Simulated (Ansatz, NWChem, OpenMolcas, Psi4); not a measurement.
C2HClF2 (SMILES FC(F)=CCl): the HOMO–LUMO gap, rung by rung

The species is C2HClF2 (6 atoms), meant as a singlet with charge 0. SMILES: `FC(F)=CCl`. The coordinates come from a PBE0-D4/def2-TZVP relaxation.

| atom | x (Å) | y (Å) | z (Å) |
| --- | --- | --- | --- |
| F | 0.9010 | -0.8104 | 1.3420 |
| C | 0.2676 | -0.5622 | 0.2204 |
| F | 0.1925 | -1.6326 | -0.5227 |
| C | -0.2184 | 0.6268 | -0.0866 |
| Cl | -1.0390 | 0.9264 | -1.5521 |
| H | -0.1038 | 1.4520 | 0.5990 |

Quantity: the HOMO–LUMO gap, in eV. The values are calculated.

| level | kind | program | value (eV) | CPU time |
| --- | --- | --- | --- | --- |
| SVWN5/6-31G* (spherical functions) | LDA | Psi4 | 5.37 | 13 s |
| BLYP/6-31G* (spherical functions) | GGA | Psi4 | 5.43 | 17 s |
| revPBE/6-31G* (spherical functions) | GGA | OpenMolcas | 5.48 | 20 s |
| BHLYP/6-31G* (spherical functions) | global hybrid | OpenMolcas | 10.15 | 21 s |
| M06-2X/6-31G* (spherical functions) | hybrid meta-GGA | Psi4 | 10.05 | 49 s |
| B3LYP/6-31G* (Cartesian functions) | global hybrid | NWChem | 7.30 | 28 s |
| wB97X-V/6-31G* (spherical functions) | range-separated hybrid | Psi4 | 12.49 | 2.4 min |
| PBE-QIDH/6-31G* (spherical functions) | double hybrid | Ansatz | 12.02 | 8.4 s |

The values span 5.37 to 12.49 eV. Orbital gaps aren't excitation energies, and those of double hybrids come from the SCF part alone; they tend to grow with the share of exact exchange. CPU times are rough (shared hosts, several kinds of processor and program).
